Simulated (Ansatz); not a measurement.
# CF+ (triplet): PBE, r2SCAN, PBE0, B3LYP, wB97M-V, B2PLYP, RPA-PBE over vertical gaps between states, cc-pVTZ

Aim: run CF+ (triplet) with these functionals over vertical gaps between states, and hold them against the top wave-function level at the same points.

Computed with Ansatz 0.2.0, Gaussian basis. Level: cc-pVTZ, all electrons in the functionals, frozen cores in the correlation of double hybrids and RPA.

The runs, in order: PBE, r2SCAN, PBE0, B3LYP, wB97M-V, B2PLYP, RPA-PBE, at charge 1, triplet; charge 1, singlet; charge 1, quintet.

10 further runs of the same task are left out: 3 that didn't finish, 7 set aside as unsound or not needed. Runs told in other sessions of the task aren't counted.

## 1. The geometry

The geometry is a PBE0/def2-TZVP stationary point (not a proven minimum).

2 atoms, charge 1, spin multiplicity 3.

Atoms are counted from 1 here; the program's logs count them from 0.

Bond lengths: C1–F2 1.207 Å.

No dispersion term is added; wB97M-V holds VV10 nonlocal correlation. B3LYP takes the VWN-RPA correlation.

The geometry shown and the zero of energy belong to the point charge 1, triplet. The yardstick, UCCSDT(Q), and other wave-function levels (R restricted, U unrestricted, valence and pair active spaces) come from earlier runs.

## 2. PBE, charge 1, triplet

in.yaml reads:

```yaml
crystal:
  periodic: [false, false, false]
  atoms:
    - {symbol: C, position_ang: [0.000000, 0.000000, 0.000000]}
    - {symbol: F, position_ang: [0.000000, 0.000000, 1.206700]}
basis:
  gaussian: {orbitals: cc-pVTZ}
total_charge: 1
magnetization: {spin_polarized: true, initial_magnetization: 2}
hamiltonian: {xc: {name: PBE}}
output: {orbitals: {seedname: orbitals}}
```

Run with:

```console
ansatz run in.yaml --threads 1 --pin off --events-out ev --progress --plain --max-ram 2393MiB
```

Output:

```text
Functional definition: PBE
  name "PBE"
  cite "Perdew, Burke & Ernzerhof, Phys. Rev. Lett. 77, 3865 (1996) doi:10.1103/PhysRevLett.77.3865"
  parent pbe
  parameter kappa = 0.804
  parameter beta = 0.06672455060314922
  exchange = pbe_x(kappa = kappa, mu = beta*pi^2/3)
  correlation = pbe_c(beta = beta)
310 factors; their error is unknown
mean field evaluation 1: about -3722.1523 eV, gradient 6.5e1 eV
mean field evaluation 2: about -3600.0841 eV, gradient 1.8e2 eV
mean field evaluation 4: about -3732.5628 eV, gradient 1.1e1 eV
mean field evaluation 8: about -3732.9973 eV, gradient 1.2e-1 eV
mean field evaluation 16: about -3732.9374 eV, gradient 4.2e0 eV
mean field -3732.99731234 eV, -137.1851209122 hartree, gradient 4.4e-5 eV, S^2 2.008462; 1 other end points of the search recorded, 0 dependent functions left out
reference -3732.99733084 eV, -137.1851215919 hartree; 8, 6 occupied and 52, 54 virtual orbitals, 310 factors
Total energy: -3732.99733084 eV, -137.1851215919 hartree
```

It took 0.63 s on 1 thread of Arm Neoverse V2, shared host.

From the report: ⟨S²⟩ of the determinant 2.008 (pure triplet: 2.00).

## 3. PBE, charge 1, singlet

Changes to in.yaml since step 2:

```diff
@@ -8,3 +8,2 @@
 total_charge: 1
-magnetization: {spin_polarized: true, initial_magnetization: 2}
 hamiltonian: {xc: {name: PBE}}
```

Launched as before.

Output:

```text
Functional definition: PBE
  name "PBE"
  cite "Perdew, Burke & Ernzerhof, Phys. Rev. Lett. 77, 3865 (1996) doi:10.1103/PhysRevLett.77.3865"
  parent pbe
  parameter kappa = 0.804
  parameter beta = 0.06672455060314922
  exchange = pbe_x(kappa = kappa, mu = beta*pi^2/3)
  correlation = pbe_c(beta = beta)
310 factors; their error is unknown
mean field evaluation 1: about -3726.9400 eV, gradient 9.1e1 eV
mean field evaluation 2: about -3602.2797 eV, gradient 2.6e2 eV
mean field evaluation 4: about -3737.3351 eV, gradient 5.6e0 eV
mean field evaluation 8: about -3737.3847 eV, gradient 1.2e-1 eV
mean field -3737.38472027 eV, -137.3463551796 hartree, gradient 4.4e-5 eV, S^2 0.000000; 0 other end points of the search recorded, 0 dependent functions left out
reference -3737.38473542 eV, -137.3463557364 hartree; 7, 7 occupied and 53, 53 virtual orbitals, 310 factors
Total energy: -3737.38473542 eV, -137.3463557364 hartree
```

Wall time 0.27 s (1 thread of Arm Neoverse V2, shared host).

From charge 1, triplet: -4.387 eV.

## 4. PBE, charge 1, quintet

Changes to in.yaml since step 3:

```diff
@@ -8,2 +8,3 @@
 total_charge: 1
+magnetization: {spin_polarized: true, initial_magnetization: 4}
 hamiltonian: {xc: {name: PBE}}
```

The command is unchanged.

Output:

```text
Functional definition: PBE
  name "PBE"
  cite "Perdew, Burke & Ernzerhof, Phys. Rev. Lett. 77, 3865 (1996) doi:10.1103/PhysRevLett.77.3865"
  parent pbe
  parameter kappa = 0.804
  parameter beta = 0.06672455060314922
  exchange = pbe_x(kappa = kappa, mu = beta*pi^2/3)
  correlation = pbe_c(beta = beta)
310 factors; their error is unknown
mean field evaluation 1: about -3722.0097 eV, gradient 3.1e1 eV
mean field evaluation 2: about -3722.2754 eV, gradient 3.0e1 eV
mean field evaluation 4: about -3724.4596 eV, gradient 7.4e-1 eV
mean field evaluation 8: about -3724.4504 eV, gradient 1.6e-3 eV
mean field evaluation 16: about -3724.4524 eV, gradient 3.2e-4 eV
mean field -3724.45035662 eV, -136.8710260827 hartree, gradient 4.1e-5 eV, S^2 6.002136; 1 other end points of the search recorded, 0 dependent functions left out
reference -3724.45037947 eV, -136.8710269223 hartree; 9, 5 occupied and 51, 55 virtual orbitals, 310 factors
Total energy: -3724.45037947 eV, -136.8710269223 hartree
```

Wall time 0.78 s (1 thread of Arm Neoverse V2, shared host).

From the report: ⟨S²⟩ of the determinant 6.002 (pure quintet: 6.00).

From charge 1, triplet: +8.547 eV.

## 5. r2SCAN, charge 1, triplet

in.yaml reads:

```yaml
crystal:
  periodic: [false, false, false]
  atoms:
    - {symbol: C, position_ang: [0.000000, 0.000000, 0.000000]}
    - {symbol: F, position_ang: [0.000000, 0.000000, 1.206700]}
basis:
  gaussian: {orbitals: cc-pVTZ}
total_charge: 1
magnetization: {spin_polarized: true, initial_magnetization: 2}
hamiltonian: {xc: {name: r2SCAN}}
```

The command is unchanged.

Output:

```text
Functional definition: r2SCAN
  name "r2SCAN"
  cite "Furness, Kaplan, Ning, Perdew & Sun, J. Phys. Chem. Lett. 11, 8208 (2020) doi:10.1021/acs.jpclett.0c02405"
  cite "Furness, Kaplan, Ning, Perdew & Sun, J. Phys. Chem. Lett. 11, 9248 (2020) doi:10.1021/acs.jpclett.0c03077"
  parent r2scan
  parameter k0 = 0.174
  parameter k1 = 0.065
  parameter a1 = 4.9479
  exchange = r2scan_x(k0 = k0, k1 = k1, a1 = a1)
  correlation = r2scan_c
310 factors; their error is unknown
mean field evaluation 1: about -3725.7695 eV, gradient 6.1e1 eV
mean field evaluation 2: about -3640.8784 eV, gradient 1.6e2 eV
mean field evaluation 4: about -3735.3000 eV, gradient 4.4e0 eV
mean field evaluation 8: about -3735.3540 eV, gradient 3.2e-2 eV
mean field evaluation 16: about -3735.2089 eV, gradient 6.2e0 eV
mean field -3735.35399685 eV, -137.2717274704 hartree, gradient 3.4e-5 eV, S^2 2.011502; 1 other end points of the search recorded, 0 dependent functions left out
reference -3735.35400261 eV, -137.2717276821 hartree; 8, 6 occupied and 52, 54 virtual orbitals, 310 factors
Total energy: -3735.35400261 eV, -137.2717276821 hartree
```

Wall time 1.4 s (1 thread of Arm Neoverse V2, shared host).

From the report: ⟨S²⟩ of the determinant 2.012 (pure triplet: 2.00).

## 6. r2SCAN, charge 1, singlet

Changes to in.yaml since step 5:

```diff
@@ -8,3 +8,2 @@
 total_charge: 1
-magnetization: {spin_polarized: true, initial_magnetization: 2}
 hamiltonian: {xc: {name: r2SCAN}}
```

Same command.

Output:

```text
Functional definition: r2SCAN
  name "r2SCAN"
  cite "Furness, Kaplan, Ning, Perdew & Sun, J. Phys. Chem. Lett. 11, 8208 (2020) doi:10.1021/acs.jpclett.0c02405"
  cite "Furness, Kaplan, Ning, Perdew & Sun, J. Phys. Chem. Lett. 11, 9248 (2020) doi:10.1021/acs.jpclett.0c03077"
  parent r2scan
  parameter k0 = 0.174
  parameter k1 = 0.065
  parameter a1 = 4.9479
  exchange = r2scan_x(k0 = k0, k1 = k1, a1 = a1)
  correlation = r2scan_c
310 factors; their error is unknown
mean field evaluation 1: about -3730.1198 eV, gradient 8.6e1 eV
mean field evaluation 2: about -3626.5703 eV, gradient 2.4e2 eV
mean field evaluation 4: about -3739.3587 eV, gradient 4.5e0 eV
mean field evaluation 8: about -3739.3846 eV, gradient 1.5e-1 eV
mean field evaluation 16: about -3739.3846 eV, gradient 1.8e-5 eV
mean field -3739.38458564 eV, -137.4198488763 hartree, gradient 1.8e-5 eV, S^2 0.000000; 0 other end points of the search recorded, 0 dependent functions left out
reference -3739.38458953 eV, -137.4198490194 hartree; 7, 7 occupied and 53, 53 virtual orbitals, 310 factors
Total energy: -3739.38458953 eV, -137.4198490194 hartree
```

Run time: 0.69 s. Hardware: 1 thread of Arm Neoverse V2, shared host.

From charge 1, triplet: -4.031 eV.

## 7. r2SCAN, charge 1, quintet

Changes to in.yaml since step 6:

```diff
@@ -8,2 +8,3 @@
 total_charge: 1
+magnetization: {spin_polarized: true, initial_magnetization: 4}
 hamiltonian: {xc: {name: r2SCAN}}
```

Same command.

Output:

```text
Functional definition: r2SCAN
  name "r2SCAN"
  cite "Furness, Kaplan, Ning, Perdew & Sun, J. Phys. Chem. Lett. 11, 8208 (2020) doi:10.1021/acs.jpclett.0c02405"
  cite "Furness, Kaplan, Ning, Perdew & Sun, J. Phys. Chem. Lett. 11, 9248 (2020) doi:10.1021/acs.jpclett.0c03077"
  parent r2scan
  parameter k0 = 0.174
  parameter k1 = 0.065
  parameter a1 = 4.9479
  exchange = r2scan_x(k0 = k0, k1 = k1, a1 = a1)
  correlation = r2scan_c
310 factors; their error is unknown
mean field evaluation 1: about -3725.4654 eV, gradient 2.8e1 eV
mean field evaluation 2: about -3726.2318 eV, gradient 2.2e1 eV
mean field evaluation 4: about -3727.3710 eV, gradient 7.3e-1 eV
mean field evaluation 8: about -3727.3600 eV, gradient 2.9e-3 eV
mean field -3727.35997347 eV, -136.9779525296 hartree, gradient 1.6e-5 eV, S^2 6.003975; 0 other end points of the search recorded, 0 dependent functions left out
reference -3727.35997988 eV, -136.9779527653 hartree; 9, 5 occupied and 51, 55 virtual orbitals, 310 factors
Total energy: -3727.35997988 eV, -136.9779527653 hartree
```

Run time: 1.1 s. Hardware: 1 thread of Arm Neoverse V2, shared host.

From the report: ⟨S²⟩ of the determinant 6.004 (pure quintet: 6.00).

From charge 1, triplet: +7.994 eV.

## 8. PBE0, charge 1, triplet

Changes to in.yaml since step 7:

```diff
@@ -8,3 +8,4 @@
 total_charge: 1
-magnetization: {spin_polarized: true, initial_magnetization: 4}
-hamiltonian: {xc: {name: r2SCAN}}
+magnetization: {spin_polarized: true, initial_magnetization: 2}
+hamiltonian: {xc: {name: PBE0}}
+output: {orbitals: {seedname: orbitals}}
```

The command is unchanged.

Output:

```text
Functional definition: PBE0
  name "PBE0"
  cite "Adamo & Barone, J. Chem. Phys. 110, 6158 (1999) doi:10.1063/1.478522"
  cite "Perdew, Burke & Ernzerhof, Phys. Rev. Lett. 77, 3865 (1996) doi:10.1103/PhysRevLett.77.3865"
  parent pbe
  parameter a = 0.25
  parameter kappa = 0.804
  parameter beta = 0.06672455060314922
  exchange = (1 - a)*pbe_x(kappa = kappa, mu = beta*pi^2/3) + a*exact_x
  correlation = pbe_c(beta = beta)
319 factors; their error is unknown
mean field evaluation 1: about -3724.4092 eV, gradient 5.7e1 eV
mean field evaluation 2: about -3673.4507 eV, gradient 1.3e2 eV
mean field evaluation 4: about -3732.9822 eV, gradient 2.4e0 eV
mean field evaluation 8: about -3733.0083 eV, gradient 4.5e-2 eV
mean field evaluation 16: about -3733.0083 eV, gradient 1.3e-5 eV
mean field -3733.00828498 eV, -137.1855241490 hartree, gradient 1.3e-5 eV, S^2 2.008716; 0 other end points of the search recorded, 0 dependent functions left out
reference -3733.00829882 eV, -137.1855246577 hartree; 8, 6 occupied and 52, 54 virtual orbitals, 319 factors
Total energy: -3733.00829882 eV, -137.1855246577 hartree
```

It took 0.51 s on 1 thread of Arm Neoverse V2, shared host.

From the report: ⟨S²⟩ of the determinant 2.009 (pure triplet: 2.00).

## 9. PBE0, charge 1, singlet

Changes to in.yaml since step 8:

```diff
@@ -8,3 +8,2 @@
 total_charge: 1
-magnetization: {spin_polarized: true, initial_magnetization: 2}
 hamiltonian: {xc: {name: PBE0}}
```

Same command.

Output:

```text
Functional definition: PBE0
  name "PBE0"
  cite "Adamo & Barone, J. Chem. Phys. 110, 6158 (1999) doi:10.1063/1.478522"
  cite "Perdew, Burke & Ernzerhof, Phys. Rev. Lett. 77, 3865 (1996) doi:10.1103/PhysRevLett.77.3865"
  parent pbe
  parameter a = 0.25
  parameter kappa = 0.804
  parameter beta = 0.06672455060314922
  exchange = (1 - a)*pbe_x(kappa = kappa, mu = beta*pi^2/3) + a*exact_x
  correlation = pbe_c(beta = beta)
319 factors; their error is unknown
mean field evaluation 1: about -3728.6989 eV, gradient 8.1e1 eV
mean field evaluation 2: about -3667.4404 eV, gradient 2.1e2 eV
mean field evaluation 4: about -3737.2329 eV, gradient 3.0e0 eV
mean field evaluation 8: about -3737.2504 eV, gradient 7.3e-3 eV
mean field -3737.25044492 eV, -137.3414206513 hartree, gradient 6.1e-5 eV, S^2 0.000000; 0 other end points of the search recorded, 0 dependent functions left out
reference -3737.25045616 eV, -137.3414210647 hartree; 7, 7 occupied and 53, 53 virtual orbitals, 319 factors
Total energy: -3737.25045616 eV, -137.3414210647 hartree
```

Wall time 0.27 s (1 thread of Arm Neoverse V2, shared host).

From charge 1, triplet: -4.242 eV.

## 10. PBE0, charge 1, quintet

Changes to in.yaml since step 9:

```diff
@@ -8,2 +8,3 @@
 total_charge: 1
+magnetization: {spin_polarized: true, initial_magnetization: 4}
 hamiltonian: {xc: {name: PBE0}}
```

Launched as before.

Output:

```text
Functional definition: PBE0
  name "PBE0"
  cite "Adamo & Barone, J. Chem. Phys. 110, 6158 (1999) doi:10.1063/1.478522"
  cite "Perdew, Burke & Ernzerhof, Phys. Rev. Lett. 77, 3865 (1996) doi:10.1103/PhysRevLett.77.3865"
  parent pbe
  parameter a = 0.25
  parameter kappa = 0.804
  parameter beta = 0.06672455060314922
  exchange = (1 - a)*pbe_x(kappa = kappa, mu = beta*pi^2/3) + a*exact_x
  correlation = pbe_c(beta = beta)
319 factors; their error is unknown
mean field evaluation 1: about -3723.4182 eV, gradient 2.4e1 eV
mean field evaluation 2: about -3724.3163 eV, gradient 1.6e1 eV
mean field evaluation 4: about -3724.9616 eV, gradient 5.8e-1 eV
mean field evaluation 8: about -3724.9654 eV, gradient 1.7e-3 eV
mean field -3724.96540918 eV, -136.8899539150 hartree, gradient 4.3e-5 eV, S^2 6.002646; 0 other end points of the search recorded, 0 dependent functions left out
reference -3724.96542591 eV, -136.8899545299 hartree; 9, 5 occupied and 51, 55 virtual orbitals, 319 factors
Total energy: -3724.96542591 eV, -136.8899545299 hartree
```

Wall time 0.6 s (1 thread of Arm Neoverse V2, shared host).

From the report: ⟨S²⟩ of the determinant 6.003 (pure quintet: 6.00).

From charge 1, triplet: +8.043 eV.

## 11. B3LYP, charge 1, triplet

in.yaml reads:

```yaml
crystal:
  periodic: [false, false, false]
  atoms:
    - {symbol: C, position_ang: [0.000000, 0.000000, 0.000000]}
    - {symbol: F, position_ang: [0.000000, 0.000000, 1.206700]}
basis:
  gaussian: {orbitals: cc-pVTZ}
total_charge: 1
magnetization: {spin_polarized: true, initial_magnetization: 2}
hamiltonian: {xc: {name: B3LYP}}
```

Launched as before.

Output:

```text
Functional definition: B3LYP
  name "B3LYP"
  cite "Stephens, Devlin, Chabalowski & Frisch, J. Phys. Chem. 98, 11623 (1994) doi:10.1021/j100096a001"
  cite "Becke, Phys. Rev. A 38, 3098 (1988) doi:10.1103/PhysRevA.38.3098"
  cite "Lee, Yang & Parr, Phys. Rev. B 37, 785 (1988) doi:10.1103/PhysRevB.37.785"
  cite "Vosko, Wilk & Nusair, Can. J. Phys. 58, 1200 (1980) doi:10.1139/p80-159"
  parameter a0 = 0.2
  parameter ax = 0.72
  parameter ac = 0.81
  exchange = (1 - a0 - ax)*slater_x + ax*b88_x + a0*exact_x
  correlation = (1 - ac)*vwn_rpa_c + ac*lyp_c
310 factors; their error is unknown
mean field evaluation 1: about -3727.2582 eV, gradient 6.0e1 eV
mean field evaluation 2: about -3654.9733 eV, gradient 1.5e2 eV
mean field evaluation 4: about -3736.6794 eV, gradient 3.1e0 eV
mean field evaluation 8: about -3736.7162 eV, gradient 3.7e-2 eV
mean field -3736.71623670 eV, -137.3217888615 hartree, gradient 2.6e-5 eV, S^2 2.005609; 0 other end points of the search recorded, 0 dependent functions left out
reference -3736.71635772 eV, -137.3217933090 hartree; 8, 6 occupied and 52, 54 virtual orbitals, 310 factors
Total energy: -3736.71635772 eV, -137.3217933090 hartree
```

It took 0.54 s on 1 thread of Arm Neoverse V2, shared host.

From the report: ⟨S²⟩ of the determinant 2.006 (pure triplet: 2.00).

## 12. B3LYP, charge 1, singlet

Changes to in.yaml since step 11:

```diff
@@ -8,3 +8,2 @@
 total_charge: 1
-magnetization: {spin_polarized: true, initial_magnetization: 2}
 hamiltonian: {xc: {name: B3LYP}}
```

Same command.

Output:

```text
Functional definition: B3LYP
  name "B3LYP"
  cite "Stephens, Devlin, Chabalowski & Frisch, J. Phys. Chem. 98, 11623 (1994) doi:10.1021/j100096a001"
  cite "Becke, Phys. Rev. A 38, 3098 (1988) doi:10.1103/PhysRevA.38.3098"
  cite "Lee, Yang & Parr, Phys. Rev. B 37, 785 (1988) doi:10.1103/PhysRevB.37.785"
  cite "Vosko, Wilk & Nusair, Can. J. Phys. 58, 1200 (1980) doi:10.1139/p80-159"
  parameter a0 = 0.2
  parameter ax = 0.72
  parameter ac = 0.81
  exchange = (1 - a0 - ax)*slater_x + ax*b88_x + a0*exact_x
  correlation = (1 - ac)*vwn_rpa_c + ac*lyp_c
310 factors; their error is unknown
mean field evaluation 1: about -3731.7503 eV, gradient 8.6e1 eV
mean field evaluation 2: about -3653.9716 eV, gradient 2.3e2 eV
mean field evaluation 4: about -3741.1444 eV, gradient 3.6e0 eV
mean field evaluation 8: about -3741.1704 eV, gradient 9.7e-3 eV
mean field -3741.16696107 eV, -137.4853499652 hartree, gradient 2.5e-5 eV, S^2 0.000000; 0 other end points of the search recorded, 0 dependent functions left out
reference -3741.16707713 eV, -137.4853542305 hartree; 7, 7 occupied and 53, 53 virtual orbitals, 310 factors
Total energy: -3741.16707713 eV, -137.4853542305 hartree
```

Run time: 0.3 s. Hardware: 1 thread of Arm Neoverse V2, shared host.

From charge 1, triplet: -4.451 eV.

## 13. B3LYP, charge 1, quintet

Changes to in.yaml since step 12:

```diff
@@ -8,2 +8,3 @@
 total_charge: 1
+magnetization: {spin_polarized: true, initial_magnetization: 4}
 hamiltonian: {xc: {name: B3LYP}}
```

The command is unchanged.

Output:

```text
Functional definition: B3LYP
  name "B3LYP"
  cite "Stephens, Devlin, Chabalowski & Frisch, J. Phys. Chem. 98, 11623 (1994) doi:10.1021/j100096a001"
  cite "Becke, Phys. Rev. A 38, 3098 (1988) doi:10.1103/PhysRevA.38.3098"
  cite "Lee, Yang & Parr, Phys. Rev. B 37, 785 (1988) doi:10.1103/PhysRevB.37.785"
  cite "Vosko, Wilk & Nusair, Can. J. Phys. 58, 1200 (1980) doi:10.1139/p80-159"
  parameter a0 = 0.2
  parameter ax = 0.72
  parameter ac = 0.81
  exchange = (1 - a0 - ax)*slater_x + ax*b88_x + a0*exact_x
  correlation = (1 - ac)*vwn_rpa_c + ac*lyp_c
310 factors; their error is unknown
mean field evaluation 1: about -3726.5216 eV, gradient 2.7e1 eV
mean field evaluation 2: about -3727.3146 eV, gradient 2.1e1 eV
mean field evaluation 4: about -3728.3177 eV, gradient 5.7e-1 eV
mean field evaluation 8: about -3728.3186 eV, gradient 1.6e-3 eV
mean field -3728.31856650 eV, -137.0131801739 hartree, gradient 3.6e-5 eV, S^2 6.002388; 0 other end points of the search recorded, 0 dependent functions left out
reference -3728.31870774 eV, -137.0131853643 hartree; 9, 5 occupied and 51, 55 virtual orbitals, 310 factors
Total energy: -3728.31870774 eV, -137.0131853643 hartree
```

It took 0.54 s on 1 thread of Arm Neoverse V2, shared host.

From the report: ⟨S²⟩ of the determinant 6.002 (pure quintet: 6.00).

From charge 1, triplet: +8.398 eV.

## 14. wB97M-V, charge 1, triplet

Changes to in.yaml since step 13:

```diff
@@ -8,3 +8,4 @@
 total_charge: 1
-magnetization: {spin_polarized: true, initial_magnetization: 4}
-hamiltonian: {xc: {name: B3LYP}}
+magnetization: {spin_polarized: true, initial_magnetization: 2}
+hamiltonian: {xc: {name: wB97M-V}}
+output: {orbitals: {seedname: orbitals}}
```

The command is unchanged.

Output (excerpt; [...] marks lines left out):

```text
Functional definition: wB97M-V
  name "wB97M-V"
  cite "Mardirossian & Head-Gordon, J. Chem. Phys. 144, 214110 (2016) doi:10.1063/1.4952647"
  cite "Becke, J. Chem. Phys. 107, 8554 (1997) doi:10.1063/1.475007"
  cite "Vydrov & Van Voorhis, J. Chem. Phys. 133, 244103 (2010) doi:10.1063/1.3521275"
  # Of w^i u^j: cxij and so on, Table III.
[...]
  gx(w, u) = 1 - cx + cx01*u + cx10*w
  gss(w, u) = css00 + css04*u^4 + css10*w + css20*w^2 + css43*w^4*u^3
  gos(w, u) = cos00 + cos10*w + (cos20 + cos21*u)*w^2 + (cos60 + cos61*u)*w^6
[...]
      + integral(e_c_pw_mod_opposite_spin*gos(b97_w_opposite, b97_u_opposite)) + vv10(b, c)
310 factors; their error is unknown
66 factors; integrals over basis functions are off by at most 2.9e-5 eV
[...]
mean field -3735.74544994 eV, -137.2861131060 hartree, gradient 5.4e-5 eV, S^2 2.006563; 0 other end points of the search recorded, 0 dependent functions left out
reference -3735.74546897 eV, -137.2861138053 hartree; 8, 6 occupied and 52, 54 virtual orbitals, 310 factors
Total energy: -3735.74546897 eV, -137.2861138053 hartree
```

Wall time 1.6 s (1 thread of Arm Neoverse V2, shared host).

From the report: ⟨S²⟩ of the determinant 2.007 (pure triplet: 2.00).

## 15. wB97M-V, charge 1, singlet

Changes to in.yaml since step 14:

```diff
@@ -8,3 +8,2 @@
 total_charge: 1
-magnetization: {spin_polarized: true, initial_magnetization: 2}
 hamiltonian: {xc: {name: wB97M-V}}
```

The command is unchanged.

Output (excerpt; [...] marks lines left out):

```text
Functional definition: wB97M-V
  name "wB97M-V"
  cite "Mardirossian & Head-Gordon, J. Chem. Phys. 144, 214110 (2016) doi:10.1063/1.4952647"
  cite "Becke, J. Chem. Phys. 107, 8554 (1997) doi:10.1063/1.475007"
  cite "Vydrov & Van Voorhis, J. Chem. Phys. 133, 244103 (2010) doi:10.1063/1.3521275"
  # Of w^i u^j: cxij and so on, Table III.
[...]
  gx(w, u) = 1 - cx + cx01*u + cx10*w
  gss(w, u) = css00 + css04*u^4 + css10*w + css20*w^2 + css43*w^4*u^3
  gos(w, u) = cos00 + cos10*w + (cos20 + cos21*u)*w^2 + (cos60 + cos61*u)*w^6
[...]
      + integral(e_c_pw_mod_opposite_spin*gos(b97_w_opposite, b97_u_opposite)) + vv10(b, c)
310 factors; their error is unknown
66 factors; integrals over basis functions are off by at most 2.9e-5 eV
[...]
mean field -3740.57742456 eV, -137.4636848981 hartree, gradient 1.6e-5 eV, S^2 0.000000; 0 other end points of the search recorded, 0 dependent functions left out
reference -3740.57744196 eV, -137.4636855376 hartree; 7, 7 occupied and 53, 53 virtual orbitals, 310 factors
Total energy: -3740.57744196 eV, -137.4636855376 hartree
```

Run time: 0.96 s. Hardware: 1 thread of Arm Neoverse V2, shared host.

From charge 1, triplet: -4.832 eV.

[end of part 1 of 2]
